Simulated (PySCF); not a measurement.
Two structures of BH$_{3}$O, closed shell, reached by relaxing down either side of one saddle point (PBE0-D4/def2-TZVP). Energies are electronic, without zero-point energy. Computed with PySCF 2.14 with density fitting (its default auxiliary sets; JK sets also for MP2 and CCSD(T)) (basis: def2-TZVPP and def2-QZVPP); correlated methods freeze the cores. Extrapolation: Hartree–Fock as exp(−7.88 √X), correlation as X^−2.97. First:

```xyz
5
angstrom
B 0.1281 0.3884 -0.1190
H 0.4205 0.7802 0.9788
O -0.3559 -0.8567 -0.2973
H -0.4318 -1.3588 0.5180
H 0.2473 1.0663 -1.0973
```

Second:

```xyz
5
angstrom
B 0.1898 0.7321 -1.3904
H -0.2137 -1.1512 2.4099
O -0.1616 -0.2932 -0.8797
H -0.2475 -1.0372 1.6723
H 0.5345 1.7361 -1.8878
```

Q: Which bonds change from the first to the second?

A: BH₃O ([BH2][OH]) → BHO ([BH][O]) + H₂; bonds formed: H2–H4; bonds broken: B1–H2, O3–H4.

Q: Give the saddle point's structure and its height above each. (Judge from chemistry; the value comes from the calculation.)

A: By the calculation: 254.3 kJ/mol above the first and 192.9 kJ/mol above the second (CCSD(T) at an estimated basis limit (MP2 extrapolated from triple and quadruple zeta, plus CCSD(T) − MP2 in triple zeta)).
```tsv
atom	x (Å)	y (Å)	z (Å)
B1	0.0382	0.2082	-0.3198
H2	0.1976	0.1148	1.0953
O3	-0.4587	-0.9160	-0.6858
H4	-0.1828	-0.6799	0.6269
H5	0.4056	1.2728	-0.7167
```

No T1 diagnostic of these runs exceeds 0.021.

Labels in which every atom is bracketed show which atoms are joined, not bond orders.

For scale, one of the runs: CCSD(T)/def2-TZVPP, 104 basis functions, launched by `OMP_NUM_THREADS=4 python run.py`. The run took about 14 s on 4 CPU threads of an Arm Neoverse V2 (shared host).
